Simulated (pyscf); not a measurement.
Optimised with ωB97X-D3(BJ)/def2-SVP in PySCF.

### Question
How much does it cost (ΔH, 298 K, ωB97M-D3(BJ)/def2-TZVP) to split H₂N–Si(NH₂)(OH)–I at its O–Si bond into H₂N–Si•(NH₂)–I + OH•?

### Answer
O–Si to H₂N–Si•(NH₂)–I + OH•: 130.7 kcal/mol. The 7 functionals that were run give +124.2 (B3LYP-D3(BJ)) to +130.8 kcal/mol (M06-2X). Other isomers of H₂N–Si•(NH₂)–I were not searched in full and may lie lower. Left out: the spin-orbit lowering of OH. Elements past Kr carry the def2 core potentials, without spin-orbit coupling.
